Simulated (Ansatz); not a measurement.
**CHClSi+: structure from calculated spectroscopic constants**

These gas-phase data were calculated for one isomer of CHClSi+ at PBE0-D3(BJ)/pcseg-1 (harmonic, unscaled wavenumbers; equilibrium rotational constants with average atomic masses):

- rotational constants: 41.69, 4.071, 3.709 GHz
- all wavenumbers above 1500 cm⁻¹: 3219

Candidates:

(1) the doublet with the links of `[H]/[C]=[Si+]/Cl`
(2) the doublet with the links of `[SiH+]=[C]Cl`

Problem. Assign the data to one candidate and say why.

Solution. Candidate (1). No mode falls between 2000 and 2380 cm⁻¹, where the Si–H stretch of (2) would stand.

The same quantities for all candidates:

```
     rotational constants (GHz)  wavenumbers above 1500 cm⁻¹  E above the lowest, PBE0-D3(BJ)/pcseg-1 (kcal/mol)
(1)         41.69, 4.071, 3.709                         3219                                                 0.0
(2)         188.3, 2.877, 2.833                         2176                                                13.0
```

Each candidate is one conformer. Open shells are spin-unrestricted. Programs: Ansatz 0.2.0.
